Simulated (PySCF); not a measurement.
## BCl⁺, CCSD(T): how much the basis matters

PySCF, UHF reference; doublet, unpaired electrons σ ↑; De to B⁺ + Cl without counterpoise correction. Frozen cores follow the default of each basis and core potential.

| basis | relativity | functions | Re (Å) | ωe (cm⁻¹) | De (eV) | frozen orbitals |
| --- | --- | --- | --- | --- | --- | --- |
| 6-31G(d,p) | no relativity | 32 | 1.603 | 1170 | 3.24 | 6 |
| 6-311G(d,p) | no relativity | 44 | 1.605 | 1155 | 3.35 | 6 |
| aug-cc-pVDZ/aug-cc-pV(D+d)Z | no relativity | 55 | 1.621 | 1118 | 3.16 | 6 |
| def2-TZVPPD | no relativity | 88 | 1.604 | 1139 | 3.48 | 6 |

Question: How does each smaller set differ from the one with most functions, def2-TZVPPD?

Answer: 6-31G(d,p): -0.1 pm, +2.7 % in ωe, -0.24 eV in De; 6-311G(d,p): +0.1 pm, +1.4 % in ωe, -0.13 eV in De; aug-cc-pVDZ/aug-cc-pV(D+d)Z: +1.7 pm, -1.8 % in ωe, -0.32 eV in De. All at CCSD(T); the set with most functions is neither the basis-set limit nor always the best.

Correlated steps freeze 6 core orbitals. Correlated levels converge slowly with the basis: in double zeta they bind strong bonds too weakly, by up to about 1 eV, and carry superposition errors of some tenths. For an ion De counts to the pair picked by the measured ionisation energies or electron affinities, which need not be the lowest pair at this level. The state was picked by a PBE0 search and need not be the measured ground state.
